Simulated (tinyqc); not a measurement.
Worked calculation: extended Hueckel theory, for HF. One step of it, computed by the program tinyqc.

Question. Wolfsberg-Helmholz matrix. H_ij = K' S_ij (H_ii + H_jj)/2 for i != j (the diagonal keeps H_ii), with K' = 1.5.

overlap S:
```
           1F 2s    1F 2px    1F 2py    1F 2pz     2H 1s
1F 2s   1.000000  0.000000  0.000000  0.000000  0.438655
1F 2px  0.000000  1.000000  0.000000  0.000000  0.000000
1F 2py  0.000000  0.000000  1.000000  0.000000  0.000000
1F 2pz  0.000000  0.000000  0.000000  1.000000  0.364755
2H 1s   0.438655  0.000000  0.000000  0.364755  1.000000
```

diagonal H_ii (eV): 1F 2s -40.000000, 1F 2px -18.100000, 1F 2py -18.100000, 1F 2pz -18.100000, 2H 1s -13.600000

K = 1.500000

Give: H.

Answer.

H (eV):
```
          1F 2s   1F 2px   1F 2py   1F 2pz    2H 1s
1F 2s   -40.000    0.000    0.000    0.000  -17.634
1F 2px    0.000  -18.100    0.000    0.000    0.000
1F 2py    0.000    0.000  -18.100    0.000    0.000
1F 2pz    0.000    0.000    0.000  -18.100   -8.672
2H 1s   -17.634    0.000    0.000   -8.672  -13.600
```
